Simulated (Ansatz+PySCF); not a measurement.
## singlet O3: levels of theory in one basis

```xyz
3

O    -0.0376    0.0040   -0.4530
O    -0.0167    1.0707    0.1641
O     0.0037   -1.1105    0.2070
```

Basis set: def2-SVP (spherical functions). Frozen core: 3 orbitals. Charge 0, multiplicity 1.

Computed with Ansatz (development build ahead of 0.2.0); each method stands on the lowest determinant of its kind that the runs found. NEVPT2 correlates all electrons. Active spaces start from the frontier orbitals, and the lowest solution found is given.

```csv
method,E − E(RHF) (eV),<S²> of the determinant
RHF,0.00,0.00
UHF,-2.29,0.93
RHF-MP2,-17.04,–
UHF-MP2,-15.51,0.93
RHF-CCSD,-16.51,–
UHF-CCSD,-16.59,0.93
RHF-CCSD(T),-17.40,–
UHF-CCSD(T),-17.17,0.93
RHF-CCSDT(Q),-17.59,–
UHF-CCSDT(Q),-17.62,0.93
"SC-NEVPT2(12,9)",-16.45,–
```

Task: What does CASSCF(12,9) give on the same scale?

Result: -6.18 eV.

Task: Is a single determinant a sound starting point here?

Result: It is doubtful. Unrestricted orbitals lower Hartree–Fock by 2.29 eV and <S²> is 0.93 where a pure state has 0.00, a sign of strong static correlation. The CASSCF(12,9) natural occupations are 1.99, 1.99, 1.97, 1.96, 1.95, 1.79, 0.25, 0.06, 0.04.

Caution for RHF, RHF-MP2, RHF-CCSD, RHF-CCSD(T), RHF-CCSDT(Q): an unrestricted determinant lies well below. Caution for UHF, UHF-MP2, UHF-CCSD, UHF-CCSD(T), UHF-CCSDT(Q): the unrestricted determinant is a mixture of spin states. Caution for UHF-MP2, UHF-CCSD, UHF-CCSD(T), UHF-CCSDT(Q): a plain start can end on a higher determinant. Caution for UHF-MP2, UHF-CCSD(T): another reference gives a lower total. Caution for RHF-CCSD, UHF-CCSD, RHF-CCSD(T), UHF-CCSD(T): the program doubts this total. Caution for RHF-CCSDT(Q): the amplitudes may be one of several solutions.
